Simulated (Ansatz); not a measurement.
Relaxed structures of SiH2S2, closed shell (PBE0-D4/def2-TZVP; forces vanish, vibrations not checked; lower isomers may exist, and structures with a doubtful reference or unclear bonds are left out; Å). Ansatz 0.2.0; basis: def2-TZVPP; cores frozen in the correlated methods.

Question: Rank them by CCSD(T) energy, lowest first, and give each one's height above the lowest. Links in brackets join atoms within 1.22 times the sum of their covalent radii (1.1 for two metals). (An estimate is asked for; the value comes from the calculation.)
A.
a complex of H₂S + SiS
```
5
angstrom
S -1.5192 0.3758 1.1148
Si -1.0324 -0.4575 -0.5729
S 2.0090 0.3037 -0.5208
H 2.2006 -0.7322 0.3114
H 1.5712 1.0902 0.4752
```
B.
SiH₂S₂ ([S][SiH][SH])
```
5
angstrom
S -1.8756 0.6320 0.7794
Si -0.4913 -0.3089 -0.1972
S 1.5730 0.0519 -0.1614
H -0.6636 -1.4431 -1.1342
H 1.4575 1.0681 0.7133
```
C.
SiH₂S₂ ([SiH][SH][S])
```
5
angstrom
S -2.0321 0.5387 0.7209
Si 1.6387 0.0011 -0.2129
S -0.4510 -0.2175 -0.1251
H -0.7676 -1.2411 -0.9497
H 1.5039 1.1464 0.7735
```

Answer: By the calculation: B (0.000 eV), A (0.997 eV), C (3.395 eV). Heights count from the lowest.

The T1 diagnostic stays at or below 0.029. The T1 diagnostic is large here, which may signal multireference character or strong orbital relaxation, so CCSD(T) is less sure.

For scale, one of the runs: CCSD(T)/def2-TZVPP, 154 basis functions, launched by `ansatz run in.yaml --threads 2 --pin off --events-out ev --progress --plain --max-ram 4352MiB`. The run took 13 s on 2 CPU threads of an Arm Neoverse V2 (shared host), with 0.88 GiB of host memory at its peak.
